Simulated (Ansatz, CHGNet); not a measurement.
**hcp Co: properties by level of theory**

Reference values: lattice constant a 2.507 Å (measured, 293 K, not corrected to a static lattice; as tabulated in Wikipedia's data pages); lattice parameter c 4.07 Å (measured, 293 K, not corrected to a static lattice; as tabulated in Wikipedia's data pages).

```
level (code)            lattice constant a (Å)  lattice parameter c (Å)
----------------------  ----------------------  -----------------------
CHGNet 0.3.0 (CHGNet)                    2.496                    4.039
CHGNet-r²SCAN (CHGNet)                   2.473                    4.023
r²SCAN+rVV10 (Ansatz)                        …                        …
```

### Question
Fill in the missing entries.

### Answer

- r²SCAN+rVV10 (Ansatz, a quantum-chemistry and plane-wave program), lattice constant a (Å): 2.463
- r²SCAN+rVV10 (Ansatz), lattice parameter c (Å): 4.009

Differences from the reference values (errors of the level alone only where the reference is corrected to a static lattice):

```
level          lattice constant a (%)  lattice parameter c (%)
-------------  ----------------------  -----------------------
CHGNet 0.3.0                    -0.44                    -0.76
CHGNet-r²SCAN                   -1.36                    -1.15
r²SCAN+rVV10                    -1.76                    -1.50
```

Nearest: lattice constant a, not ranked (reference at room or unstated temperature); lattice parameter c, not ranked (reference at room or unstated temperature).

Machine-learned potentials (CHGNet 0.3.0, CHGNet-r²SCAN) are trained on DFT data, which may include these solids.

Ansatz's density-functional and Hartree–Fock values are scalar-relativistic unless marked +SOC, with PAW data made under PBE.

Spin-polarised runs: r²SCAN+rVV10 (parallel moments).

Differences are worked out from the printed values.

The computed numbers hold no vibrational or temperature effects.
